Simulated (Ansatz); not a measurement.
Energy needed to pull apart Al₂H₃ (SMILES [AlH][AlH2]), doublet, into free ground-state atoms, from the structure below (displaced at random from a GFN2-xTB minimum); no zero-point or spin–orbit terms; open-shell atoms are treated unrestricted, in their ground-state multiplicity.

Al1  (0.627, -1.046, 0.743)
Al2  (-0.665, 0.571, -0.770)
H3  (1.312, -2.208, 1.746)
H4  (-1.821, 1.100, -1.524)
H5  (0.445, 1.565, -0.234)
(Å)

Ansatz 0.2.0; basis: def2-TZVPP; cores frozen in the correlated methods; orbitals are unrestricted.

```csv
method,atomization energy (eV)
PBE-D4,9.34
r2SCAN-D4,9.66
PBE0-D4,9.29
HSE06-D4,9.30
CAM-B3LYP-D4,9.34
wB97M-V,?
HF,?
MP2,8.89
CCSD,9.07
CCSD(T),9.17
```

**Question.** What does HF give? (Judge from chemistry; the value comes from the calculation.)

**Answer.** By the calculation: 6.88 eV, which is about 2.29 eV less than CCSD(T)/def2-TZVPP.

**Question.** What does wB97M-V give? (An estimate is asked for; the value comes from the calculation.)

**Answer.** By the calculation: 9.30 eV, which is about 0.13 eV more than CCSD(T)/def2-TZVPP.

In triple zeta the MP2 and coupled-cluster atomization energies are still short of their basis limit by a few kcal/mol a bond, whereas those of the functionals are nearly converged, so these differences are not deviations from converged CCSD(T).

No T1 diagnostic of these runs exceeds 0.028. ⟨S²⟩ of the unrestricted Hartree–Fock references: 0.78 (a pure state has 0.75).

For scale, one of the runs: CCSD(T)/def2-TZVPP forces, 126 basis functions (an equivalent command: `ansatz run in.yaml --threads 4`). The run took 27 s on 4 CPU threads (shared host), with 1.9 GiB of host memory at its peak.
